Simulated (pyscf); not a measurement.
Single points on ωB97X-D3(BJ)/def2-SVP structures (PySCF, gas phase).

**Question.** PBE/def2-TZVP puts the barrier of HO–SiH₂–ZnH + hydrogen (H₂) → ZnH₂ + silanol (HO–SiH₃) (four-centre exchange; singlet surface; Si–Zn, H–H broken, H–Zn, H–Si formed) at 37.7 kcal/mol and the reaction energy at +0.2 kcal/mol, from the separated reactants. What do r²SCAN/def2-TZVP, B3LYP-D3(BJ)/def2-TZVP, ωB97M-D3(BJ)/def2-TZVP give on the same structures?

**Answer.** r²SCAN: ΔE‡ = 38.0 kcal/mol, ΔE = -1.3 kcal/mol; B3LYP-D3(BJ): ΔE‡ = 38.3 kcal/mol, ΔE = -1.7 kcal/mol; ωB97M-D3(BJ): ΔE‡ = 38.7 kcal/mol, ΔE = -3.0 kcal/mol. PBE's barrier lies under all of them, by 0.3 to 0.9 kcal/mol. Its reaction energy lies over all of them, by 1.6 to 3.2 kcal/mol. On the product side the descent ends in an adduct with a O–Zn contact, 8.2 kcal/mol under the separated species and 49.0 kcal/mol under the saddle at ωB97X-D3(BJ)/def2-TZVP. At ωB97X-D3(BJ)/def2-TZVP the barrier from the zero used here is 41.3 kcal/mol. HO–SiH₂–ZnH lies 15.2 kcal/mol over its isomer H₃Si–O–ZnH (electronic energy, ωB97M-D3(BJ)/def2-TZVP). This is the saddle that the search found; another between the same sides may lie lower. Elements up to Kr have no core potential and no relativistic terms here.
